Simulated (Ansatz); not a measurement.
Geometry optimisation, Ansatz, RKS PBE0-D4/def2-SVP.

Input:

```yaml
crystal:
  periodic: [false, false, false]
  atoms:
    - { symbol: O, position_ang: [-0.5297, 0.5934, 0.967] }
    - { symbol: C, position_ang: [-0.0071, 0.083, -0.1991] }
    - { symbol: O, position_ang: [0.5065, -1.1638, 0.1135] }
    - { symbol: Cl, position_ang: [-1.1906, -0.108, -1.4059] }
    - { symbol: Cl, position_ang: [1.2982, 1.1172, -0.7772] }
    - { symbol: H, position_ang: [-1.4976, 0.3497, 0.8946] }
    - { symbol: H, position_ang: [1.4817, -0.9395, 0.3613] }
basis:
  gaussian: { orbitals: def2-SVP }
hamiltonian:
  xc: pbe0
  dispersion: d4
relax:
  f_tol: 0.015
  max_steps: 40
```

Launched with:

```bash
$ ansatz run input.yaml --threads 1 --pin off --max-ram 2048MiB --backend cpu --events-out ev --progress --plain --runs-dir out
```

Question: Where does it end, and by what steps?

Answer: It converged. After 8 steps the energy has fallen by 0.431 eV; H6 moved furthest, 0.39 Å.

| step | energy less start (eV) | largest force component (eV/Å) | accepted |
| --- | --- | --- | --- |
| 0 | 0.0000 | 2.999 | yes |
| 1 | -0.2909 | 1.519 | yes |
| 2 | -0.3745 | 0.646 | yes |
| 3 | -0.3960 | 0.089 | yes |
| 4 | -0.4069 | 0.389 | yes |
| 5 | -0.4169 | 0.405 | yes |
| 6 | -0.4258 | 0.229 | yes |
| 7 | -0.4304 | 0.090 | yes |
| 8 | -0.4308 | 0.010 | yes |

```xyz
7
Properties=species:S:1:pos:R:3
O -0.531 0.708 0.834
C 0.015 0.110 -0.257
O 0.524 -1.126 -0.010
Cl -1.209 -0.123 -1.547
Cl 1.289 1.232 -0.834
H -1.264 0.150 1.132
H 1.237 -1.019 0.637
```

Whether the end is a true minimum wasn't checked by a vibrational analysis.

The run took 32 s on 1 thread of Arm Neoverse V2, with other jobs on the host, peak memory 0.18 GiB.
